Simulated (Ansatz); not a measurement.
# CClO+ (SMILES [O+]#CCl): where methods fail along a bond

CClO+: 3 atoms, total charge +1, spin state singlet. SMILES: `[O+]#CCl`. The Cl3–C2 distance was set to 1.910 Å, away from the relaxed value.

```xyz
3

O    -0.8840    1.3396   -0.3341
C    -0.2812    0.4212   -0.1068
Cl    0.7519   -1.1374    0.2844
```

The C2–Cl3 distance is scanned; the parts on either side stay rigid. Basis STO-3G, 7 core orbitals frozen in the correlated methods; program Ansatz 0.2.0. FCI is exact within this basis and core. Energies in eV from each method's value at 1.910 Å; methods without a U are spin-restricted. The shape above is that at 1.910 Å.

| distance (Å) | revPBE | PBE0 | CAM-B3LYP | CCSDT | FCI |
| --- | --- | --- | --- | --- | --- |
| 1.528 | 0.04 | -0.13 | -0.01 | 0.36 | 0.36 |
| 1.910 | 0.00 | 0.00 | 0.00 | 0.00 | 0.00 |
| 2.293 | 1.64 | 1.77 | 1.70 | 1.55 | 1.55 |
| 3.057 | 3.68 | 4.16 | 4.21 | 3.78 | 3.77 |

Departure from the FCI curve at its largest: revPBE -0.32 eV at 1.53 Å; PBE0 -0.49 eV at 1.53 Å; CAM-B3LYP +0.44 eV at 3.06 Å; CCSDT +0.01 eV at 3.06 Å. For the functionals part of the departure is owed to the small basis.
